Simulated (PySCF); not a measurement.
**MP2/6-31+G(d) (density fitting with def2-universal-jkfit, Cartesian functions) run of CH4OSi (SMILES CO[SiH])**

Aim: the electrostatic solvation energy at fixed shape (SS(V)PE, water) of CH4OSi at MP2/6-31+G* (density fitting with def2-universal-jkfit, Cartesian functions), from 2 runs. The job is set up through a Python script.

The calculation is run with PySCF 2.14.0.

5 further runs of the same task are left out: 1 that didn't finish, 4 set aside as unsound or not needed.

### 1 The structure to begin with

The species is CH4OSi (7 atoms), meant as a singlet with charge 0. As SMILES, `CO[SiH]`. The shape is that of a PBE0-D4/def2-TZVP optimisation. This is one conformer, not always the lowest.

Bond lengths: C1–O2 1.410 Å, O2–Si3 1.639 Å, C1–H4 1.092 Å, C1–H5 1.095 Å, C1–H6 1.092 Å, Si3–H7 1.552 Å. Angles: C1–O2–Si3 130.6°, O2–C1–H4 109.2°, O2–C1–H5 110.9°, O2–C1–H6 109.2°, O2–Si3–H7 97.1°, H4–C1–H5 109.5°, H4–C1–H6 108.5°, H5–C1–H6 109.5°.

### 2 The energy at MP2/6-31+G(d) (density fitting with def2-universal-jkfit, Cartesian functions)

File job.py:

```python
from pyscf import gto, scf, mp

molecule = gto.Mole()
molecule.atom = '''
C       -0.512400       0.485500      -0.338500
O       -0.443200      -0.446500       0.717600
Si       0.796900      -1.387300       1.229900
H       -1.296400       0.180800      -1.035500
H        0.443800       0.547500      -0.868700
H       -0.769300       1.467500       0.065400
H        1.841700      -0.915600       0.184100
'''
molecule.charge = 0
molecule.verbose = 4
molecule.basis = '6-31+g*'
molecule.spin = 0
molecule.cart = True
molecule.max_memory = 1860
molecule.build()

mf = scf.RHF(molecule)
mf = mf.density_fit(auxbasis='def2-universal-jkfit')
mf.kernel()

pt = mp.MP2(mf, frozen=7).run()
e_tot = pt.e_tot
print(f'total energy: {e_tot:.8f} hartree')
mf.analyze()
```

Run with:

```
$ OMP_NUM_THREADS=1 python job.py
```

Standard output:

```text
PySCF version 2.14.0

[... 76 lines left out ...]
One-electron Energy =                 -758.586538111551022
[... 9 lines left out ...]
MO #5   energy= -4.25409697675597  occ= 2
[... 7 lines left out ...]
MO #13  energy= -0.555464140417281 occ= 2
[... 7 lines left out ...]
MO #21  energy= 0.108500230243433  occ= 0
[... 7 lines left out ...]
MO #29  energy= 0.313321428713788  occ= 0
[... 7 lines left out ...]
MO #37  energy= 0.525183430479727  occ= 0
[... 7 lines left out ...]
MO #45  energy= 0.931786443426632  occ= 0
[... 7 lines left out ...]
MO #53  energy= 1.53832571288244   occ= 0
[... 7 lines left out ...]
MO #61  energy= 2.50572083118239   occ= 0
[... 7 lines left out ...]
MO #69  energy= 4.72829924401629   occ= 0
[... 79 lines left out ...]
Dipole moment(X, Y, Z, Debye):  0.24901,  1.15929, -1.47241
```

Run time: 0.81 s. Hardware: 1 thread of AMD EPYC 9B14 (Zen 4), shared host; peak memory 0.13 GiB.

### 3 The energy at MP2/6-31+G(d) (density fitting with def2-universal-jkfit, Cartesian functions, SS(V)PE water)

File input.py:

```python
# CO[SiH]
from pyscf import gto, scf, mp, solvent

mol = gto.Mole()
mol.atom = '''
C   -0.512400   0.485500  -0.338500
O   -0.443200  -0.446500   0.717600
Si   0.796900  -1.387300   1.229900
H   -1.296400   0.180800  -1.035500
H    0.443800   0.547500  -0.868700
H   -0.769300   1.467500   0.065400
H    1.841700  -0.915600   0.184100
'''
mol.verbose = 4
mol.basis = '6-31+g*'
mol.cart = True
mol.max_memory = 1860
mol.charge = 0
mol.build()

myscf = scf.RHF(mol)
myscf = myscf.density_fit(auxbasis='def2-universal-jkfit')
myscf = myscf.PCM()
myscf.with_solvent.method = 'SS(V)PE'
myscf.with_solvent.eps = 78.3553  # water
myscf.kernel()

pt = mp.MP2(myscf, frozen=7).run()
energy = pt.e_tot
print('E = %.10f Eh' % energy)
myscf.analyze()
```

Run with:

```
$ OMP_NUM_THREADS=1 python input.py
```

Standard output:

```text
PySCF version 2.14.0

[... 73 lines left out ...]
Solvent Energy = -0.00604071493441818
[... 34 lines left out ...]
One-electron Energy =                 -758.584093539695118
[... 10 lines left out ...]
MO #6   energy= -4.25696396393877  occ= 2
[... 8 lines left out ...]
MO #15  energy= -0.469403958829669 occ= 2
[... 8 lines left out ...]
MO #24  energy= 0.13774790012956   occ= 0
[... 8 lines left out ...]
MO #33  energy= 0.409240893160627  occ= 0
[... 8 lines left out ...]
MO #42  energy= 0.860323699532243  occ= 0
[... 8 lines left out ...]
MO #51  energy= 1.35950471641275   occ= 0
[... 8 lines left out ...]
MO #60  energy= 2.44585378309818   occ= 0
[... 8 lines left out ...]
MO #69  energy= 4.73766781345209   occ= 0
[... 79 lines left out ...]
Dipole moment(X, Y, Z, Debye):  0.39694,  1.39739, -1.82133
```

Run time: 7.8 s. Hardware: 1 thread of AMD EPYC 9B14 (Zen 4), shared host; peak memory 0.24 GiB.

### 4 Summary of results

Level: MP2/6-31+G* (density fitting with def2-universal-jkfit, Cartesian functions), 7 core orbitals frozen.

```
                                                   quantity          value
                                    gas phase: total energy  -404.33766 Eh
            gas phase: dipole moment (Hartree–Fock density)         1.89 D
             gas phase: HOMO energy (Hartree–Fock orbitals)       -9.00 eV
             gas phase: LUMO energy (Hartree–Fock orbitals)        0.76 eV
           gas phase: HOMO–LUMO gap (Hartree–Fock orbitals)        9.76 eV
     gas phase: correlation energy (7 core orbitals frozen)     -386.2 mEh
                               SS(V)PE, water: total energy  -404.34258 Eh
       SS(V)PE, water: dipole moment (Hartree–Fock density)         2.33 D
        SS(V)PE, water: HOMO energy (Hartree–Fock orbitals)       -9.13 eV
        SS(V)PE, water: LUMO energy (Hartree–Fock orbitals)        0.86 eV
      SS(V)PE, water: HOMO–LUMO gap (Hartree–Fock orbitals)       10.00 eV
SS(V)PE, water: correlation energy (7 core orbitals frozen)     -385.6 mEh
                 SS(V)PE, water: solvent term in the energy   -15.9 kJ/mol
           energy change from gas to solvent at fixed shape      -0.134 eV
```

**Reading.** The solvent model (SS(V)PE, water) lowers the energy by 0.13 eV (−12.9 kJ/mol) at the same shape. It holds the electrostatic part alone, without cavity or dispersion terms. Mulliken charges (SS(V)PE, water) of the mean-field density run from -0.48 on O2 to +0.46 on Si3; in a basis this large or diffuse they mean little.
